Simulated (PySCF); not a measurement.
## `O=P([O-])([O-])[O-]`: 4 charge schemes on one density

Compound: PO4 (charge -3).
Numbering: `[O:1]=[P:2]([O-:3])([O-:4])[O-:5]`

Structure used (GFN2-xTB), in Å, numbered top down from 1:
```xyz
5
PO4 angstrom
O      0.2112   -0.3945    1.5167
P      0.0017    0.0006   -0.0035
O     -0.8322    1.3453   -0.0896
O      1.4124    0.2086   -0.6943
O     -0.7845   -1.1572   -0.7465
```

Density: PBE0/pcSseg-1 (PySCF); schemes: Mulliken, IAO, Hirshfeld and ESP-fitted. Whether so highly charged an anion holds all its electrons in the gas phase wasn't checked; a finite basis holds them in any case. The ion is multiply charged and computed without counter-ions or solvent. The pcSseg-1 basis has no diffuse functions, a weakness for an anion. The HOMO energy is positive at this level (+11.35 eV), so the outermost electrons may be held by the finite basis alone.

**Question.** Tabulate the Mulliken, IAO, Hirshfeld and ESP-fitted charges.

**Answer.** In e:

| atom | environment | Mulliken | IAO | Hirshfeld | ESP-fitted |
| --- | --- | --- | --- | --- | --- |
| O1 | oxygen bonded to P | -1.019 | -1.215 | -0.769 | -1.127 |
| P2 | phosphoryl phosphorus | +1.075 | +1.859 | +0.076 | +1.509 |
| O3 | oxygen bonded to P | -1.019 | -1.215 | -0.769 | -1.127 |
| O4 | oxygen bonded to P | -1.019 | -1.215 | -0.769 | -1.127 |
| O5 | oxygen bonded to P | -1.019 | -1.215 | -0.769 | -1.127 |

Mean size of the charges over all atoms: IAO 1.344 e, ESP-fitted 1.204 e, Mulliken 1.030 e, Hirshfeld 0.630 e. Each set sums to the total charge, -3, to within 0.001 e. The Mulliken scheme counts on each atom the diagonal of the density matrix times the overlap matrix over that atom's basis functions.

Lowest charge. All schemes agree: Mulliken O1, O3, O4 and O5 (-1.019); IAO O1, O3, O4 and O5 (-1.215); Hirshfeld O1, O3, O4 and O5 (-0.769); ESP-fitted O1, O3, O4 and O5 (-1.127).

Highest charge. All schemes agree: Mulliken P2 (+1.075); IAO P2 (+1.859); Hirshfeld P2 (+0.076); ESP-fitted P2 (+1.509).

**Question.** How many electrons does the IAO scheme count on O4?

**Answer.** Z − q = 8 − (-1.215) = 9.215.

**Question.** Sum the charges by element, for elements with more than one atom.

**Answer.** 
| element | atoms | Mulliken | IAO | Hirshfeld | ESP-fitted |
| --- | --- | --- | --- | --- | --- |
| O | 4 | -4.075 | -4.859 | -3.076 | -4.509 |
